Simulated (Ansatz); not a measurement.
Two isomers of C4H9FO: A = `CCCOCF`, B = `CCOCCF`.

Computed with Ansatz on PBE0-D4/def2-TZVP structures; ΔE is electronic, products minus reactants. CCSD(T)/CBS adds triple-zeta CCSD(T) − MP2 to the extrapolated MP2 energy (def2 sets, frozen cores). Functionals use def2-TZVPP. B3LYP here is the variant with VWN-RPA as its local correlation; programs differ in this. One conformer a species, not always the lowest.

**Question.** Which isomer does CCSD(T)/CBS put lower? Give the gap. (Best estimate.)

**Answer.** Ansatz gave: A, by 25.9 kJ/mol.

**Question.** Give E(B) − E(A) in kJ/mol with B3LYP, B3LYP-D4, r2SCAN-D4, ωB97M-V, HF/def2-TZVPP, CCSD(T)/def2-TZVPP, PBE-D4. (Best estimate.)

**Answer.** Ansatz gave: B3LYP 23.3, B3LYP-D4 25.8, r2SCAN-D4 28.5, ωB97M-V 27.2, HF/def2-TZVPP 18.1, CCSD(T)/def2-TZVPP 27.3, PBE-D4 29.5. None reverses the order clearly.

Largest T1 diagnostic: 0.011.

In def2-TZVPP, CCSD(T) changes the Hartree–Fock value by +9.2 kJ/mol (the triples alone add +1.9 kJ/mol) and MP2 by +10.9 kJ/mol.
